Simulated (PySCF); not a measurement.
Gas-phase reaction: SiH + 3 Cl → SiHCl₃

Method: PySCF energies plus ideal-gas RRHO corrections (1 bar). Table values come from the NASA 1993 polynomials. † marks an energy on the PBE0/def2-TZVP geometry and frequencies; other levels use their own. CCSD(T) freezes the core. 6-31G* has spherical d functions here. Open shells (unrestricted): SiH (multiplicity 2, electronic degeneracy 4), Cl (multiplicity 2, electronic degeneracy 6); the rest are closed-shell singlets. Spin-orbit splitting is ignored; it lowers the true energy and changes the entropy of SiH, Cl. B3LYP is the form with VWN-RPA correlation. CCSD(T) isn't extrapolated to the basis-set limit; its ΔH°(298 K) is -1099.1 kJ in def2-SVP and -1183.6 kJ in def2-TZVPP. The harmonic model lacks anharmonicity and excited electronic states, which grow with temperature; levels with a mode under 35 cm⁻¹ are left out. The table's entry may be an old estimate for SiH, SiHCl₃ (not checked at source). Warning, large T1 diagnostic: SiH (CCSD(T)/def2-TZVPP†).

log10 K (1 bar standard state):

| T (K) | table | B3LYP/def2-TZVP† | CCSD(T)/def2-TZVPP† | HF/6-31G* |
|---|---|---|---|---|
| 600 | 87.7 | 80.8 | 82.6 | 56.1 |
| 1200 | 33.6 | 30.2 | 31.1 | 17.7 |
| 1400 | 25.9 | 22.9 | 23.7 | 12.2 |
| 1600 | 20.1 | 17.5 | 18.2 | 8.1 |
| 1800 | 15.6 | 13.3 | 13.9 | 4.9 |
Ten kJ in ΔG° is worth 0.87 decades in K at 600 K and 0.29 at 1800 K.
